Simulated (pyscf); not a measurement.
Single points on ωB97X-D3(BJ)/def2-SVP structures (PySCF, gas phase).

Problem. PBE/def2-TZVP puts the barrier of `[OH][Si]([OH])([OH])[CH]([F])[F]` + `[OH2]` → `[OH][Si]([OH])([OH])[OH]` + `[F][CH2][F]` (four-centre exchange; singlet surface; C–Si, H–O broken, O–Si, C–H formed) at 30.2 kcal/mol and the reaction energy at -32.9 kcal/mol, from the separated reactants. What do r²SCAN/def2-TZVP, PBE0-D3(BJ)/def2-TZVP, ωB97M-D3(BJ)/def2-TZVP give on the same structures?

Solution. r²SCAN: ΔE‡ = 30.4 kcal/mol, ΔE = -35.5 kcal/mol; PBE0-D3(BJ): ΔE‡ = 32.2 kcal/mol, ΔE = -34.2 kcal/mol; ωB97M-D3(BJ): ΔE‡ = 33.6 kcal/mol, ΔE = -34.9 kcal/mol. PBE's barrier matches one of them and lies within 3.4 kcal/mol of the others. Its reaction energy lies over all of them, by 1.3 to 2.6 kcal/mol. On the reactant side the descent ends in an adduct with a O–Si contact (not fully relaxed), 0.5 kcal/mol under the separated species and 35.5 kcal/mol under the saddle at ωB97X-D3(BJ)/def2-TZVP. On the product side the descent ends in a complex (not fully relaxed), 5.0 kcal/mol under the separated species and 74.0 kcal/mol under the saddle at ωB97X-D3(BJ)/def2-TZVP. What is counted as formed (O–Si) is already present as a longer contact in the reactant adduct; forming that adduct is a step of its own. One saddle was located; it need not be the lowest between these sides.
